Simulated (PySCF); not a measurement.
Molecule: SMILES C(C#C)(=O)[O-], [C₃HO₂]-.

Mapped SMILES: `[CH:1]#[C:2][C:3](=[O:4])[O-:5]` (H(Xn): hydrogen on atom n).

Geometry PBE0-D3(BJ)/def2-SVP throughout; GIAO in PySCF 2.14, gas phase, one conformer, non-relativistic; equivalent atoms averaged; functional PBE0.

Question: How do the shifts δ (against TMS, H2O at the same level) depend on the basis set? (ppm; last column core-seconds on shared hosts with different chips, so compare them loosely)

Answer: 
```csv
basis set,functions,C3,C2,C1,O4/O5,H(C1),core-s
STO-3G,26,95.3,69.9,49.8,314.2,0.64,2
6-31G,47,147.1,85.7,49.5,335.0,0.89,3.8
pcSseg-0,47,166.6,96.1,59.6,400.4,1.25,3.4
6-31G*,72,140.8,83.2,46.4,308.8,0.47,5.6
def2-SVP,75,146.0,89.2,48.0,338.6,0.48,3.8
cc-pVDZ,75,145.0,89.2,49.0,338.3,0.57,5.3
pcSseg-1,90,154.6,94.8,52.7,363.8,0.84,8.4
aug-cc-pVDZ,124,150.2,90.7,46.3,326.6,0.96,8.2
"6-311+G(2d,p)",141,154.6,96.8,50.5,344.0,0.86,8.4
def2-TZVP,161,154.9,97.0,49.4,350.9,0.86,12
cc-pVTZ,164,154.5,95.3,50.8,352.5,0.78,14
IGLO-III,185,158.0,99.1,51.8,352.1,0.89,15
pcSseg-2,194,159.7,99.8,52.9,354.1,0.82,12
```

Question: Which nucleus moves most, in ppm?

Answer: O4/O5 (carboxylate oxygen): from 308.8 ppm with 6-31G* to 400.4 ppm with pcSseg-0. The smallest spread is 0.78 ppm, at H(C1). Proton shifts span only some 12 ppm, so a few tenths of a ppm matter as much there as several ppm in carbon.

Question: Taking the largest basis, pcSseg-2 (194 functions), as the yardstick, rank the others by their worst heavy-atom deviation.

Answer: IGLO-III 2.0 ppm (185 functions), def2-TZVP 4.7 ppm (161 functions), cc-pVTZ 5.2 ppm (164 functions), pcSseg-1 9.7 ppm (90 functions), 6-311+G(2d,p) 10.1 ppm (141 functions), def2-SVP 15.5 ppm (75 functions), cc-pVDZ 15.8 ppm (75 functions), 6-31G 19.1 ppm (47 functions), aug-cc-pVDZ 27.5 ppm (124 functions), 6-31G* 45.3 ppm (72 functions), pcSseg-0 46.3 ppm (47 functions), STO-3G 64.3 ppm (26 functions).

A small basis that lands close on one nucleus may do so by chance; judge by the trend and by all nuclei.
